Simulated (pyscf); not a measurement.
Single points on ωB97X-D3(BJ)/def2-SVP structures (PySCF, gas phase).

Problem. PBE/def2-TZVP puts the barrier of `[OH][AlH2]` + `[NH3]` -> `[NH2][AlH][OH]` + `[H][H]` (four-centre exchange; singlet surface; Al–H, H–N broken, Al–N, H–H formed) at -0.03 eV and the reaction energy at -0.73 eV, from the separated reactants. What do r²SCAN/def2-TZVP, PBE0-D3(BJ)/def2-TZVP, ωB97M-D3(BJ)/def2-TZVP give on the same structures?

Solution. r²SCAN: ΔE‡ = -0.09 eV, ΔE = -0.84 eV; PBE0-D3(BJ): ΔE‡ = 0.00 eV, ΔE = -0.74 eV; ωB97M-D3(BJ): ΔE‡ = 0.15 eV, ΔE = -0.76 eV. PBE's barrier lies among them. Its reaction energy matches one of them and lies within 0.11 eV of the others. On the reactant side the descent ends in an adduct with a Al–N contact, 1.30 eV under the separated species and 1.39 eV under the saddle at ωB97X-D3(BJ)/def2-TZVP. At PBE, r²SCAN the saddle lies under the separated reactants, which points to a path from their complex (located at ωB97X-D3(BJ) alone). What is counted as formed (Al–N) is already present as a longer contact in the reactant adduct; forming that adduct is a step of its own. At the saddle there is also a short Al–H contact that neither side keeps. This is the saddle that the search found; another between the same sides may lie lower.
